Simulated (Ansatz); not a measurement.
Rock-salt TiC, treated with r²SCAN0 (Ansatz, a program for electronic structure, plane waves, PAW).

Run with plane-wave cutoff 520 eV, 12×12×12 k mesh, Fermi–Dirac smearing 0.05 eV, no spin polarisation, scalar-relativistic PAW data made under PBE.

Cell (relaxed at this level):

```
CELL_PARAMETERS angstrom
      0.00000     2.15230     2.15230
      2.15230     0.00000     2.15230
      2.15230     2.15230     0.00000
ATOMIC_POSITIONS crystal
  Ti 0.00000 0.00000 0.00000
  C  0.50000 0.50000 0.50000
```

Problem. Give the computed bulk modulus and pressure derivative B′ of the bulk modulus.

Solution. 
bulk modulus: 283 GPa
pressure derivative B′ of the bulk modulus: 3.9

Measured, for comparison: bulk modulus 240 GPa (temperature not stated, not corrected to a static lattice, our sources range from 235 to 268; as tabulated in Krasnenko and Brik (2013), arXiv:1306.3139). Computed (rounded) less measured: bulk modulus not scored (sources differ).

The computed numbers hold no vibrational or temperature effects.
